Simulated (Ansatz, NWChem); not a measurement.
## Worked example: the enthalpy of formation of C2H6O (dimethyl ether)

The species is C2H6O (9 atoms), meant as a singlet with charge 0. SMILES: `COC`. The shape is that of a PBE0-D4/def2-TZVP optimisation.

Total energies at HF/cc-pVDZ (NWChem 7.3.0); the atoms run unrestricted:

| species | state | energy (Eh) |
| --- | --- | --- |
| C2H6O | singlet | -154.076191 |
| C | triplet | -37.686544 |
| O | triplet | -74.792166 |
| H | doublet | -0.499278 |

Harmonic wavenumbers at PBE0-D4/def2-TZVP, in cm⁻¹: 213, 248, 413, 978, 1134, 1163, 1194, 1226, 1271, 1454, 1475, 1484, 1484, 1491, 1510, 2977, 2988, 3028, 3034, 3134, 3136.

Measured heats of formation of the gaseous atoms at 298.15 K, in kJ/mol: C 716.9, O 249.2, H 218.0. Spin-orbit lowering of the atoms at 298 K (mean of the ground term's levels less their thermal mean, from spectra), in kJ/mol: C 0.02, O 0.40. Take 1 Eh = 2625.50 kJ/mol, 1 cm⁻¹ = 0.0119627 kJ/mol, RT = 2.479 kJ/mol.

Question: What heat of formation follows?

Answer: 
1. Electronic atomisation energy: 2 × (-37.686544) + (-74.792166) + 6 × (-0.499278) − (-154.076191) = 0.915269 Eh = 2403.0 kJ/mol.
2. Zero-point energy: half the sum of the wavenumbers, 17517.5 cm⁻¹ = 209.6 kJ/mol.
3. Thermal vibrational enthalpy, Σ hcν̃/(exp(hcν̃/kT) − 1): 3.9 kJ/mol. Translation, rotation and pV of a non-linear molecule: 4 RT = 9.9 kJ/mol.
4. The 9 free atoms carry 5/2 RT each: 55.8 kJ/mol.
5. Spin-orbit coupling lowers the free atoms by 2 × 0.02 + 0.40 = 0.4 kJ/mol.
6. Atomisation enthalpy at 298 K: 2403.0 − 0.4 − 209.6 − 3.9 − 9.9 + 55.8 = 2235.0 kJ/mol.
7. Sum of the atoms' heats of formation: 2991.0 kJ/mol. Heat of formation: 2991.0 − 2235.0 = +756.0 kJ/mol.

The tabulated value is -184.0 kJ/mol (Active Thermochemical Tables), so this level is off by +940.0 kJ/mol, or 29.6 % of the atomisation enthalpy that the table implies (3175.0 kJ/mol). Hartree–Fock leaves out correlation, which is larger in the molecule than in the atoms, so it underbinds and puts the heat of formation too high. Anharmonicity and any spin-orbit splitting of the molecule are left out.
